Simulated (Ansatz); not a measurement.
**C₂H₂ (triplet): from Hartree-Fock to the top rungs, def2-QZVPP**

The task here is to estimate one member of a computed series from the others.

The runs use Ansatz 0.2.0, Gaussian basis; def2-QZVPP, core rule «outside noble gas», up to 2 orbitals frozen.

The runs, in order: UHF; ROHF; CCSD(T) on UHF.

2 further runs of the same task are left out: 2 set aside as unsound or not needed.

**The geometry**

The geometry is a PBE0/def2-TZVP stationary point (not a proven minimum) of the parent state, kept for this charge and spin.

4 atoms, charge 0, spin multiplicity 3.

Atoms are counted from 1 here; the program's logs count them from 0.

Bond lengths: C1–C2 1.291 Å, C1–H3 1.088 Å, C1–H4 1.088 Å. Angles: C2–C1–H3 120.3°, C2–C1–H4 120.3°, H3–C1–H4 119.4°.

Geometry (Å):

```tsv
atom	x (Å)	y (Å)	z (Å)
C1	0.0000	0.0000	0.5528
C2	0.0000	0.0000	-0.7378
H3	0.0000	-0.9396	1.1020
H4	0.0000	0.9396	1.1020
```

Set-up of the first run:

in.yaml

```yaml
crystal:
  periodic: [false, false, false]
  atoms:
    - {symbol: C, position_ang: [0.000000, 0.000000, 0.552818]}
    - {symbol: C, position_ang: [0.000000, 0.000000, -0.737775]}
    - {symbol: H, position_ang: [0.000000, -0.939613, 1.101979]}
    - {symbol: H, position_ang: [0.000000, 0.939613, 1.101979]}
basis:
  gaussian: {orbitals: "def2-QZVPP.json"}
magnetization: {spin_polarized: true, initial_magnetization: 2}
hamiltonian: {xc: hf}
output: {orbitals: {seedname: orbitals}}
```

On the command line:

```
$ ansatz run in.yaml --threads 1 --pin off --events-out ev --progress --plain --max-ram 2393MiB
```

Steps of the session up to this table: UHF; ROHF; CCSD(T) on UHF.

One table of the session follows, with a row left open; its other results are not shown here.

```
  method  from UCCSD(T) (kJ/mol)
    ROHF                  +829.0
     UHF                  +783.9
    UMP2                  +119.0
   UCCSD                       ?
UCCSD(T)                       0
```

**Question.** Estimate the row for UCCSD.

The run gave: from UCCSD(T) (kJ/mol): +34.7. In the column «from UCCSD(T) (kJ/mol)» it lies between UCCSD(T) (0) and UMP2 (+119.0).
